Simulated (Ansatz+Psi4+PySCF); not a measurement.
## doublet CH₄S(+): levels of theory in one basis

```xyz
6

C    -0.0479    1.1495    0.0000
S    -0.0479   -0.6649    0.0000
H     1.2831   -0.8233    0.0000
H    -1.0926    1.4614    0.0000
H     0.4323    1.5512    0.8923
H     0.4323    1.5512   -0.8923
```

Basis set: cc-pVTZ on H, C; cc-pV(T+d)Z on S (spherical functions). Left uncorrelated: 6 orbitals. Correlation on ROHF uses semicanonical orbitals with singles. Charge 1, multiplicity 2.

Computed with Ansatz (development build ahead of 0.2.0) and Psi4 1.11; each method stands on the lowest determinant of its kind that the runs found.

```tsv
method	E − E(ROHF) (eV)	<S²> of the determinant
ROHF	0.00	0.75
UHF	-0.17	0.77
ROHF-MP2	-8.96	–
UHF-MP2	-8.93	0.77
```
